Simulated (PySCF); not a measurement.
TDDFT excited states: C3H3NS

Species: thiazole, C₃H₃NS.
SMILES: `c1cscn1`

Level of theory: PySCF, TDDFT CAM-B3LYP/def2-SVPD, vertical, gas phase, core orbitals frozen in the response. Isolated species at its GFN2-xTB geometry, gas phase.

| state | λ (nm) | E (eV) | f | symmetry | main configurations (H = HOMO, L = LUMO) |
| --- | --- | --- | --- | --- | --- |
| S1 | 225.5 | 5.50 | 0.0004 | – | H-1→L (97%) |
| S2 | 212.8 | 5.83 | 0.087 | A′ | H→L (91%) |
| S3 | 198.6 | 6.24 | 0.0018 | – | H→L+1 (81%) |
| S4 | 191.2 | 6.49 | 0.042 | A′ | H-2→L (82%) |
| S5 | 177.0 | 7.00 | 0.0014 | – | H-2→L+1 (77%) |
| S6 | 173.3 | 7.16 | 0.0004 | – | H→L+2 (71%), H→L+3 (24%) |
| S7 | 168.6 | 7.35 | 0.0026 | A″ | H-1→L+4 (82%), H-1→L+5 (14%) |
| S8 | 167.1 | 7.42 | 0.040 | A′ | H-1→L+1 (58%), H→L+4 (26%) |

Triplets (Tamm–Dancoff): T1 3.90 eV, H→L (92%); T2 4.99 eV, H-1→L (87%), H-1→L+4 (9%); T3 5.12 eV, H-2→L (93%).

The lowest singlet comes at 226 nm (530 kJ/mol) in the ultraviolet; it is dark (f under 0.0005); its leading configuration is HOMO-1→LUMO (97%). The strongest level in the table is S2 at 5.83 eV (213 nm, f = 0.087). Löwdin shares by element: HOMO carbon 72%, sulfur 15%; LUMO carbon 42% or more, sulfur 25%, nitrogen 15% (atoms not listed hold the other 18%). Of the 8 states listed, 3 reach f = 0.01 and 2 stay under 0.0005. Weighted by f, the mean energy of these states is 6.39 eV. The listed states span 1.92 eV, and the widest gap between neighbours is 0.52 eV (S4 to S5). Symmetry labels in Cs follow from the direction of the transition dipole and are given only for states with f of 0.002 or more. Only the lowest 8 singlets were computed, as vertical energies without vibronic structure.
